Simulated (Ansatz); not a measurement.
A nudged elastic band was laid between two geometries of C2H3NO (7 atoms, charge 0, multiplicity 1).

Theory: RKS PBE/def2-SVP in Ansatz 0.2.0.

```json
{
 "movable images": "7",
 "climbing image": "yes",
 "spring": "5.0 eV/Å²",
 "optimiser": "quadratic models (default)",
 "start path": "IDPP",
 "force threshold": "0.03 eV/Å",
 "iteration limit": "55",
 "end points": "relaxed"
}
```

Initial state:

```xyz
7
Properties=species:S:1:pos:R:3
O -0.944 1.292 -0.386
C -0.135 0.329 0.030
C 0.765 -0.108 0.872
N 0.046 -1.046 -0.261
H -1.419 0.960 -1.176
H 1.012 -0.346 1.909
H 0.736 -1.150 -1.032
```

Final state:

```xyz
7
Properties=species:S:1:pos:R:3
O -1.144 0.808 -0.822
C -0.219 0.118 -0.173
C 0.704 -0.023 0.756
N 0.218 -1.205 -0.281
H -1.296 1.647 -0.341
H 0.855 -0.129 1.834
H 0.944 -1.284 -1.019
```

(1) Which bonds break or form, and what moves?

(2) Give the energies along the band, and the barrier.

(3) What is the geometry of the highest image?

(4) What are the harmonic wavenumbers there?

Answers

(1) No bond is made or broken. The dihedral H5–O1–C2–N4 goes from -11 to 168°.

(2) It converged. The highest image is number 4 of 0 to 8, 0.257 eV above the first end and 0.260 eV above the last; the last end lies 0.003 eV below the first. A vibrational analysis at the climbing image gives one clearly imaginary mode, 458i cm⁻¹: a first-order saddle point.

```csv
image,path coordinate (Å),energy (eV),dihedral H5–O1–C2–N4 (°)
0,0.00,0.000,-11
1,0.28,0.035,15
2,0.55,0.116,41
3,0.83,0.210,66
4,1.11,0.257,91
5,1.33,0.219,112
6,1.56,0.125,132
7,1.79,0.033,151
8,2.02,-0.003,168
```

(3) 
```xyz
7
Properties=species:S:1:pos:R:3:forces:R:3
O -0.773 1.209 -0.841 0.00 0.00 0.00
C -0.131 0.269 -0.143 0.00 0.00 0.00
C 0.455 -0.183 0.919 0.00 0.00 0.00
N 0.310 -1.105 -0.383 0.00 0.00 0.00
H -1.735 1.136 -0.681 0.00 0.00 0.00
H 0.711 -0.344 1.966 0.00 0.00 0.00
H 1.224 -1.051 -0.884 0.00 0.00 0.00
```

(4) 458i, 348, 391, 508, 567, 858, 960, 1077, 1120, 1146, 1310, 1910, 3184, 3270, 3658 cm⁻¹.

Time of the run: 6.7 min on 1 CPU thread of a shared host.
